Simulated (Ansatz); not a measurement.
This Ansatz (a quantum-chemistry and plane-wave program) input (PBE/def2-QZVPP) gives -75.74686 Eh with 87 basis functions. A basis named .json is the Basis Set Exchange file of that set (core-valence sets with the plain set on hydrogen).

Ansatz 0.2 input:
```yaml
crystal:
  periodic: [false, false, false]
  atoms:
    - {symbol: O, position_ang: [-0.00000000, -0.00000000, -0.10780207]}
    - {symbol: H, position_ang: [0.00000000, 0.00000000, 0.86241659]}
basis:
  gaussian:
    orbitals: def2-QZVPP.json
hamiltonian:
  xc: {name: PBE}
total_charge: -1
magnetization: {spin_polarized: false}
```

Change:
```diff
- orbitals: def2-QZVPP.json
+ orbitals: 6-31G*
```

Task: What does the run give now?

Result: -75.63249 Eh (PBE/6-31G*, 17 functions), a change of +114.37 mEh.
